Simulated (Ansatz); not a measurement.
# PNH (doublet): from Hartree-Fock to the top rungs, def2-QZVPP

The task here is to estimate one member of a computed series from the others.

Method: def2-QZVPP, core rule «outside noble gas», up to 6 orbitals frozen; program: Ansatz 0.2.0, Gaussian basis.

Plan: UHF; ROHF; CCSD(T) on UHF.

## The geometry

The geometry is a PBE0/def2-TZVP stationary point (not a proven minimum) of the parent state, kept for this charge and spin.

3 atoms, charge 0, spin multiplicity 2.

Atoms are counted from 1 here; the program's logs count them from 0.

Bond lengths: N1–P2 1.803 Å, P2–H3 1.428 Å. Angles: N1–P2–H3 94.6°.

The first run:

in.yaml

```yaml
crystal:
  periodic: [false, false, false]
  atoms:
    - {symbol: N, position_ang: [0.000000, 0.052135, 1.255614]}
    - {symbol: P, position_ang: [0.000000, -0.067361, -0.543360]}
    - {symbol: H, position_ang: [0.000000, 1.345503, -0.751144]}
basis:
  gaussian: {orbitals: "def2-QZVPP.json"}
magnetization: {spin_polarized: true, initial_magnetization: 1}
hamiltonian: {xc: hf}
output: {orbitals: {seedname: orbitals}}
```

On the command line:

```sh
ansatz run in.yaml --threads 1 --pin off --events-out ev --progress --plain --max-ram 2393MiB
```

Among the steps run: UHF; ROHF; CCSD(T) on UHF.

One of the session's tables, all rows but one given; the rest of the session is left out.

It belongs to the step «Misses and costs». 

```
  method  from UCCSD(T) (meV)
    ROHF             +10833.4
     UHF              +9389.7
    UMP2              +1776.4
   UCCSD                    ?
UCCSD(T)                    0
```

Estimate the missing values for UCCSD.

As computed: from UCCSD(T) (meV): +530.9. In the column «from UCCSD(T) (meV)» it lies between UCCSD(T) (0) and UMP2 (+1776.4).

Limits of these values: The determinant is far from a pure spin state, so its energy mixes those of several spin states (harmless only where they are near-degenerate, as at dissociation).
